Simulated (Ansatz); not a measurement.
# COSi: the cost of one run

Method: def2-QZVPP, core rule «outside noble gas», up to 7 orbitals frozen; program: Ansatz 0.2.0, Gaussian basis.

Plan: UHF; ROHF; CCSD(T) on UHF.

2 further runs of the same task are left out: 2 set aside as unsound or not needed.

## (1) The system

The geometry is a PBE0/def2-TZVP stationary point (not a proven minimum) of the parent state, kept for this charge and spin.

3 atoms, charge 1, spin multiplicity 2.

Atoms are counted from 1 here; the program's logs count them from 0.

Bond lengths: C1–O2 1.168 Å, O2–Si3 1.859 Å. Angles: C1–O2–Si3 180.0°.

## (2) UHF

in.yaml reads:

```yaml
crystal:
  periodic: [false, false, false]
  atoms:
    - {symbol: C, position_ang: [0.000000, 0.000000, -1.398000]}
    - {symbol: O, position_ang: [0.000000, 0.000000, -0.230400]}
    - {symbol: Si, position_ang: [0.000000, 0.000000, 1.628400]}
basis:
  gaussian: {orbitals: "def2-QZVPP.json"}
total_charge: 1
magnetization: {spin_polarized: true, initial_magnetization: 1}
hamiltonian: {xc: hf}
output: {orbitals: {seedname: orbitals}}
```

Launch:

```sh
$ ansatz run in.yaml --threads 1 --pin off --events-out ev --progress --plain --max-ram 4096MiB --backend cpu
```

Q: Estimate wall time and peak memory on 1 thread of AMD EPYC 7R13, shared host.

About 12 s, with a peak of 0.43 GiB.
